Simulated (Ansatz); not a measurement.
Two structures of HClF, doublet, reached by relaxing down either side of one saddle point (PBE0-D4/def2-TZVP). Energies are electronic, without zero-point energy. Computed with Ansatz 0.2.0 (basis: def2-TZVPP and def2-QZVPP); correlated methods freeze the cores; orbitals are unrestricted. Extrapolation: Hartree–Fock as exp(−7.88 √X), correlation as X^−2.97. First:

```xyz
3
angstrom
H -0.2792 -0.2961 0.2314
F -0.8445 -0.8734 0.6824
Cl 1.1237 1.1695 -0.9137
```

Second:

H1  (1.014, -0.226, 0.176)
F2  (-1.386, -0.423, 0.331)
Cl3  (0.372, 0.648, -0.506)
(Å)

Q: Which bonds change from the first to the second?

A: Cl + HF → HCl + F; bonds formed: H1–Cl3; bonds broken: H1–F2.

Q: Give the saddle point's structure and its height above each. (Judge from chemistry; the value comes from the calculation.)

A: By the calculation: 1.704 eV above the first and 0.163 eV above the second (CCSD(T) at an estimated basis limit (MP2 extrapolated from triple and quadruple zeta, plus CCSD(T) − MP2 in triple zeta)).
```
3
angstrom
H 0.4484 -0.2563 0.1999
F -1.0588 -0.5171 0.4043
Cl 0.6104 0.7734 -0.6041
```

The T1 diagnostic stays at or below 0.038. ⟨S²⟩ of the unrestricted Hartree–Fock references: 0.76 (a pure state has 0.75).

For scale, one of the runs: CCSD(T)/def2-TZVPP, 87 basis functions, launched by `ansatz run in.yaml --threads 2 --pin off --events-out ev --progress --plain --max-ram 4352MiB`. The run took about 6.5 s on 2 CPU threads (shared host).
